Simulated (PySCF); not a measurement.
Calculation: B3LYP-D3(BJ)/def2-TZVP (PySCF). Gas-phase values, no solvent. B3LYP has the VWN-RPA correlation part, as in Gaussian. 

Reference species (SMILES): `F[CH]F` (neutral, multiplicity 2).

| Item | Value |
|---|---|
| dipole moment | 1.37 D |
| highest occupied spin orbital | -6.66 eV |

Changed species: `[Cl]` (radical fragment; the reference has radical fragment).

Problem. Predict the effect on the dipole moment and highest occupied spin orbital.

Solution. the dipole moment decreases by 1.37 D, to 0.00 D; the highest occupied spin orbital decreases by 2.61 eV, to -9.27 eV.
